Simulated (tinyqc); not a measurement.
Worked calculation (part 2 of 2): ROHF in the sto-3g basis, for BH2, spin multiplicity 2. This run ends on a higher stationary point, not on the lowest solution. Computed by tinyqc, a small Python program that keeps every step (integrals from PySCF). Command: `OMP_NUM_THREADS=1 python tinyqc.py 30008 30009 out.jsonl` (the two numbers bound the seeds that draw the settings). One thread of a shared host (Intel(R) Xeon(R) Processor @ 2.60GHz), about 0.08 s of CPU time with the checks.

Geometry (angstrom):

| atom | x | y | z |
|---|---|---|---|
| B | 0.000000 | 0.000000 | 0.000000 |
| H | 0.000000 | 1.071000 | 0.350000 |
| H | 0.000000 | -1.131000 | 0.370000 |

## Iteration 2: diagonalisation and new density

effective F (hartree), lower triangle:
```
            1B 1s      1B 2s    1B 2px     1B 2py     1B 2pz      2H 1s      3H 1s
1B 1s   -7.288285
1B 2s   -2.151037  -0.996696
1B 2px   0.000000   0.000000  0.083130
1B 2py  -0.000625  -0.014941  0.000000  -0.219377
1B 2pz   0.013398  -0.098971  0.000000  -0.004520   0.252831
2H 1s   -0.625655  -0.596812  0.000000  -0.367754  -0.109155  -0.414297
3H 1s   -0.542409  -0.553080  0.000000   0.355723  -0.106233  -0.128658  -0.370019
```

X, lower triangle:
```
            1B 1s      1B 2s    1B 2px     1B 2py     1B 2pz      2H 1s     3H 1s
1B 1s    1.031777
1B 2s   -0.167702   1.320628
1B 2px   0.000000   0.000000  1.000000
1B 2py  -0.000822   0.026292  0.000000   1.293152
1B 2pz  -0.008111   0.089589  0.000000   0.006898   1.027505
2H 1s    0.026133  -0.386389  0.000000  -0.402444  -0.117552   1.331999
3H 1s    0.026236  -0.335621  0.000000   0.365534  -0.105029  -0.057360  1.277803
```

Diagonalise F' = X^T F X, C = X C', fill 4 alpha and 3 beta electrons from the bottom; D(s) = C_occ C_occ^T. Each column has its largest component positive (the first on a tie).

F' = X^T F X (hartree), lower triangle:
```
           1          2         3          4          5          6         7
1  -7.096587
2  -1.164419  -0.178020
3   0.000000   0.000000  0.083130
4   0.003180   0.013092  0.000000   0.273789
5   0.011207   0.034652  0.000000   0.003418   0.300296
6  -0.103381  -0.452683  0.000000  -0.510790  -0.142577   0.118198
7  -0.072289  -0.411356  0.000000   0.483667  -0.133202  -0.097019  0.096204
```

orbital energies (hartree): MO1 -7.294162, MO2 -0.584054, MO3 -0.464105, MO4 0.083130, MO5 0.243104, MO6 0.665716, MO7 0.947383

coefficients C:
```
              MO1        MO2        MO3       MO4        MO5        MO6        MO7
1B 1s    0.990959  -0.226172   0.016114  0.000000   0.122959  -0.211948  -0.025885
1B 2s    0.035396   0.561711  -0.052821  0.000000  -0.528885   1.185220   0.197002
1B 2px   0.000000   0.000000   0.000000  1.000000   0.000000   0.000000   0.000000
1B 2py   0.000433   0.040877   0.496563  0.000000   0.006595  -0.125016   1.305619
1B 2pz   0.000412   0.085228  -0.007816  0.000000   0.861204   0.578395   0.072237
2H 1s   -0.006473   0.399600   0.397715  0.000000   0.211637  -0.768864  -1.072115
3H 1s   -0.006119   0.328539  -0.465282  0.000000   0.217333  -0.933940   0.806291
```

D(alpha) after iteration 2, lower triangle:
```
            1B 1s      1B 2s    1B 2px     1B 2py    1B 2pz      2H 1s     3H 1s
1B 1s    1.033414
1B 2s   -0.092819   0.319563
1B 2px   0.000000   0.000000  1.000000
1B 2py  -0.000814  -0.003253  0.000000   0.248245
1B 2pz  -0.018994   0.048301  0.000000  -0.000397  0.007325
2H 1s   -0.090384   0.203223  0.000000   0.213822  0.030946   0.317899
3H 1s   -0.087868   0.208904  0.000000  -0.217615  0.031635  -0.053726  0.324463
```

D(beta) after iteration 2, lower triangle:
```
            1B 1s      1B 2s    1B 2px     1B 2py    1B 2pz      2H 1s     3H 1s
1B 1s    1.033414
1B 2s   -0.092819   0.319563
1B 2px   0.000000   0.000000  0.000000
1B 2py  -0.000814  -0.003253  0.000000   0.248245
1B 2pz  -0.018994   0.048301  0.000000  -0.000397  0.007325
2H 1s   -0.090384   0.203223  0.000000   0.213822  0.030946   0.317899
3H 1s   -0.087868   0.208904  0.000000  -0.217615  0.031635  -0.053726  0.324463
```

## Iteration 13 (converged): orbitals

converged F (hartree), lower triangle:
```
            1B 1s      1B 2s    1B 2px     1B 2py     1B 2pz      2H 1s      3H 1s
1B 1s   -7.324815
1B 2s   -2.156918  -1.015880
1B 2px   0.000000   0.000000  0.065694
1B 2py  -0.000648  -0.014366  0.000000  -0.220438
1B 2pz   0.006619  -0.083336  0.000000  -0.005630   0.249314
2H 1s   -0.627735  -0.604952  0.000000  -0.371591  -0.095739  -0.425799
3H 1s   -0.544161  -0.560969  0.000000   0.359476  -0.091477  -0.127628  -0.381058
```

As before.

F' = X^T F X (hartree), lower triangle:
```
           1          2         3          4          5          6         7
1  -7.133915
2  -1.162798  -0.195656
3   0.000000   0.000000  0.065694
4   0.003063   0.013952  0.000000   0.275950
5   0.002335   0.045923  0.000000   0.002397   0.293045
6  -0.103439  -0.454376  0.000000  -0.511699  -0.129823   0.104317
7  -0.072270  -0.413097  0.000000   0.484482  -0.119605  -0.095379  0.083021
```

orbital energies (hartree): MO1 -7.330430, MO2 -0.596331, MO3 -0.472355, MO4 0.065694, MO5 0.233161, MO6 0.650254, MO7 0.942462

coefficients C:
```
              MO1        MO2        MO3       MO4        MO5        MO6        MO7
1B 1s    0.991168  -0.228043   0.015678  0.000000   0.114605  -0.213748  -0.025273
1B 2s    0.034652   0.570260  -0.052748  0.000000  -0.506713   1.191497   0.192966
1B 2px   0.000000   0.000000   0.000000  1.000000   0.000000   0.000000   0.000000
1B 2py   0.000425   0.038076   0.488771  0.000000   0.006046  -0.120182   1.309096
1B 2pz   0.001227   0.059320  -0.003423  0.000000   0.866420   0.574251   0.069114
2H 1s   -0.006391   0.397056   0.405506  0.000000   0.215307  -0.773090  -1.066357
3H 1s   -0.006050   0.327624  -0.469119  0.000000   0.223868  -0.929805   0.807431
```

D(alpha) after iteration 13, lower triangle:
```
            1B 1s      1B 2s    1B 2px     1B 2py    1B 2pz      2H 1s     3H 1s
1B 1s    1.034663
1B 2s   -0.096525   0.329179
1B 2px   0.000000   0.000000  1.000000
1B 2py  -0.000599  -0.004054  0.000000   0.240347
1B 2pz  -0.012365   0.034051  0.000000   0.000586  0.003532
2H 1s   -0.090523   0.204813  0.000000   0.213315  0.022158   0.322129
3H 1s   -0.088064   0.211366  0.000000  -0.216819  0.021033  -0.060107  0.327446
```

D(beta) after iteration 13, lower triangle:
```
            1B 1s      1B 2s    1B 2px     1B 2py    1B 2pz      2H 1s     3H 1s
1B 1s    1.034663
1B 2s   -0.096525   0.329179
1B 2px   0.000000   0.000000  0.000000
1B 2py  -0.000599  -0.004054  0.000000   0.240347
1B 2pz  -0.012365   0.034051  0.000000   0.000586  0.003532
2H 1s   -0.090523   0.204813  0.000000   0.213315  0.022158   0.322129
3H 1s   -0.088064   0.211366  0.000000  -0.216819  0.021033  -0.060107  0.327446
```

## Convergence

Stop when the energy changes by less than 1e-10 hartree and every element of the error matrix X^T (F D S - S D F) X is below 3e-06.

Course of the cycle:

| iteration | E (hartree) | change | largest element of the error matrix |
|---|---|---|---|
| 1 | -24.11555212 | - | 7.63e-01 |
| 2 | -25.34950166 | -1.23e+00 | 6.33e-02 |
| 3 | -25.35984790 | -1.03e-02 | 2.02e-02 |
| 4 | -25.36068498 | -8.37e-04 | 6.44e-03 |
| 5 | -25.36077601 | -9.10e-05 | 2.07e-03 |
| 6 | -25.36078608 | -1.01e-05 | 6.74e-04 |
| 7 | -25.36078722 | -1.14e-06 | 2.21e-04 |
| 8 | -25.36078735 | -1.35e-07 | 8.40e-05 |
| 9 | -25.36078737 | -1.74e-08 | 3.39e-05 |
| 10 | -25.36078737 | -2.61e-09 | 1.44e-05 |
| 11 | -25.36078737 | -4.71e-10 | 6.42e-06 |
| 12 | -25.36078737 | -1.01e-10 | 3.12e-06 |
| 13 | -25.36078737 | -2.41e-11 | 1.61e-06 |

PySCF ROHF in the same basis = -25.40076506 hartree

Converged in 13 iterations. But the solution lies 0.03998 hartree above the reference: it is another stationary point, not the lowest one. Reruns (cap 100 unless said): DIIS 8: converged in 9 to a higher stationary point; atomic densities as start, DIIS 8: converged in 8.

## Populations, bond orders and dipole

overlap S, lower triangle:
```
           1B 1s     1B 2s    1B 2px     1B 2py    1B 2pz     2H 1s     3H 1s
1B 1s   1.000000
1B 2s   0.269328  1.000000
1B 2px  0.000000  0.000000  1.000000
1B 2py  0.000000  0.000000  0.000000   1.000000
1B 2pz  0.000000  0.000000  0.000000   0.000000  1.000000
2H 1s   0.076845  0.508965  0.000000   0.483504  0.158008  1.000000
3H 1s   0.066498  0.475875  0.000000  -0.463970  0.151785  0.084773  1.000000
```

Mulliken: Z minus the diagonal of D S on the atom; Loewdin: the same with S^(1/2) D S^(1/2); Mayer order: 2 sum_s sum (D(s) S)_ij (D(s) S)_ji over the two atoms.

Charges (e):

| atom | Mulliken | Loewdin | Mulliken spin |
|---|---|---|---|
| 1B | 0.083656 | 0.069897 | 1.000000 |
| 2H | -0.041919 | -0.034578 | 0.000000 |
| 3H | -0.041737 | -0.035319 | 0.000000 |

Mayer bond orders:

| pair | order |
|---|---|
| 2-1 | 0.993357 |
| 3-1 | 0.993372 |
| 3-2 | 0.004886 |

dipole moment about the origin, x y z (debye): 0.000000  -0.000878  -0.842326
